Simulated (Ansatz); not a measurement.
## Ansatz (development build ahead of 0.2.0) run

```yaml
crystal:
  periodic: [false, false, false]
  atoms:
    - { symbol: C, position_ang: [1.39, 0.0, 0.0] }
    - { symbol: C, position_ang: [0.695, 1.20378, 0.0] }
    - { symbol: C, position_ang: [-0.695, 1.20378, 0.0] }
    - { symbol: C, position_ang: [-1.39, 0.0, 0.0] }
    - { symbol: C, position_ang: [-0.695, -1.20378, 0.0] }
    - { symbol: C, position_ang: [0.695, -1.20378, 0.0] }
    - { symbol: H, position_ang: [1.2375, 2.14341, 0.0] }
    - { symbol: H, position_ang: [-2.475, 0.0, 0.0] }
    - { symbol: H, position_ang: [1.2375, -2.14341, 0.0] }
basis:
  gaussian: { orbitals: def2-TZVP }
magnetization:
  spin_polarized: true
  initial_magnetization: 1
hamiltonian:
  xc: hf
```

The input is written out in the form of the current development build from the run's settings.

Results

```json
{"Converged": "yes", "Total energy": "-228.83680 hartree", "Spin squared of the determinant": "2.281", "Stability test": "minimum"}
```

Caution: the unrestricted determinant is a mixture of spin states.
